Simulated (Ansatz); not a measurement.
System: bcc Li. Method: RPBE in Ansatz (PAW).

Run with plane-wave cutoff 520 eV, 22×22×22 k mesh, Fermi–Dirac smearing 0.05 eV, scalar-relativistic PAW data made under PBE.

Energies at three volumes about the minimum:

```csv
V (Å³/atom),E − E_lowest (meV/atom)
20.645,0.37
21.066,0.00
21.487,0.33
```

Task: Fit a parabola by hand: where is the minimum, what lattice constant follows, and what is the bulk modulus?

Result: Slopes: (0.00 − 0.37)/(21.066 − 20.645) = -0.879 and (0.33 − 0.00)/(21.487 − 21.066) = 0.784 meV/Å³. Curvature E″ = 2 × (0.784 − (-0.879))/(21.487 − 20.645) = 3.950 meV/Å⁶. From the middle of the first interval, the slope vanishes at V0 = 20.8555 − (-0.879)/3.950 = 21.078 Å³/atom. B = V0 E″ = 21.078 × 3.950 meV/Å³ × 0.1602 GPa per meV/Å³ = 13.3 GPa. With 2 atoms in the cube, a = (2 × 21.078)^(1/3) = 3.480 Å. The full Birch–Murnaghan fit to all volumes gives V0 = 21.069 Å³/atom and B0 = 13.3 GPa.

Measured, for comparison: bulk modulus 13.8 GPa (corrected for temperature and zero-point phonon effects, our sources range from 13.1 to 13.9; as tabulated in Levämäki et al. (2014), arXiv:1402.3671); lattice constant a 3.449 Å (low-temperature or extrapolated to 0 K; zero-point anharmonic expansion removed, our sources range from 3.443 to 3.453; as tabulated in Csonka et al. (2009), arXiv:0903.4037). Computed (rounded) less measured: bulk modulus -4 % (inside the range of the sources held).

Ansatz is an electronic-structure program.
